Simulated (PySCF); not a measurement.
Isomers of C4H10S2, one GFN2-xTB conformer each. Single-point energies are computed at PBE0/pcSseg-1 (PySCF, gas phase, no added dispersion term), electronic only.

Question: Rank them by PBE0/pcSseg-1 energy, lowest first (kcal/mol).
A. `[CH3:1][S:2][CH2:3][C@@H:4]([CH3:5])[SH:6]` with C1–S2–C3–C4 74°, S2–C3–C4–C5 64°, C3–C4–S6–H -67°
B. `[CH3:1][CH2:2][CH2:3][S:4][S:5][CH3:6]` with C1–C2–C3–S4 180°, C2–C3–S4–S5 67°, C3–S4–S5–C6 90° (methyl propyl disulfide)

Answer: B (0.0), A (4.6).

As drawn, the higher has an S–H bond, which the lower lacks. GFN2-xTB itself gives, in the same order: 0.0, 13.4. Both levels put the same isomer lowest.

Question: Which frontier levels, dipoles and rotational constants go with these structures?

Answer: 
| SMILES | HOMO (eV, PBE0/pcSseg-1) | LUMO (eV) | dipole (D) | A, B, C (MHz) |
| --- | --- | --- | --- | --- |
| CCCSSC | -6.80 | -0.05 | 2.15 | 4106, 1142, 1044 |
| CSC[C@@H](C)S | -6.46 | 0.52 | 0.56 | 4300, 1105, 1018 |
